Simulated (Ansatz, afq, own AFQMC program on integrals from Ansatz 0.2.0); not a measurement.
**Where AFQMC and coupled cluster stand for AlSiH, triplet**

```xyz
3

Si    0.0000   -0.0360    1.1654
Al    0.0000   -0.0118   -1.2249
H     0.0000    1.3177    0.3154
```

Connectivity, by distances: SiH–Al.

Basis 6-31G. Only valence electrons are correlated. Ansatz 0.2.0 and our own AFQMC program on the same integrals; the CISD trial comes from CCSD amplitudes, and released means the phaseless constraint is let go. Error bars are statistical, one sigma.

Determinant: UHF, the one that the program's search chose, which needn't be the lowest solution. The geometry is a PBE0/def2-TZVP stationary point of this or a neighbouring charge and spin state.

Full CI on the same integrals is exact in this basis and with this determinant's frozen core.

Cautions: the released energies have errors that jump between times, so the bars are unsure, so no released level is given (meV from the phaseless value at times in 1/Eh: -2.6 ± 0.8 at 0.24, -5.2 ± 0.6 at 0.51, -7.7 ± 0.5 at 0.99, -5 ± 7 at 1.62, -12.1 ± 0.5 at 2.40).

- T1 diagnostic: 0.0395
- weight of the determinant in the CISD state: 0.872
- ⟨S²⟩ of the determinant: 2.047
- size of the correlated space: 8 electrons in 18 orbitals

```tsv
level	correlation energy (eV)
MP2	-1.7379
CCSD	-2.4695
CCSD(T)	-2.5459
```

(1) Estimate where full CI lies against CCSD(T) on the same integrals.

(1) 3.0 kJ/mol below CCSD(T).

Reference: full CI, correlation energy -2.577 eV.

| level | E − E(reference) (kJ/mol) | share of correlation (%) |
| --- | --- | --- |
| CCSD(T) | 3.0 | 98.78 |
| CCSDT | 0.7 | 99.74 |
| CCSDT(Q) | 0.1 | 99.97 |
| CCSDTQ | 0.0 | 99.99 |
| ph-AFQMC/HF | 9.1 ± 1.8 | 96.35 |
| ph-AFQMC/CISD | 1.5 ± 0.07 | 99.39 |

CCSDT and higher add their correlation energy to the determinant of the CCSD(T) run, since their own runs factorise the integrals more tightly (a shift of under 2 meV). A walk keeps the symmetry of its determinant, which the program's search chose and which needn't be the lowest solution, so a lower state of the same spin and another symmetry isn't excluded.
